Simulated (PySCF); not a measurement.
NO(OH) (singlet). Level of theory: B3LYP in PySCF with N def2-TZVP, O def2-TZVP, H def2-TZVP; no relativity; density-fitted integrals.

Harmonic bands of its minimum:

| ω (cm⁻¹) | IR (km/mol) |
| --- | --- |
| 586 | 106 |
| 618 | 141 |
| 822 | 137 |
| 1295 | 183 |
| 1782 | 173 |
| 3737 | 71.4 |

Q: The central atom is N. Infer the point group and assign the bands.

A: Cs. The modes span a'' + 5a': 586 a'', 618 a', 822 a', 1295 a', 1782 a', 3737 a'. The computed geometry has N–O 1.163 Å, N–O 1.430 Å, O–H 0.970 Å; H–O–N 102.7°, O–N–O 111.1°.

Only a few start shapes were tried, so a lower isomer may exist.
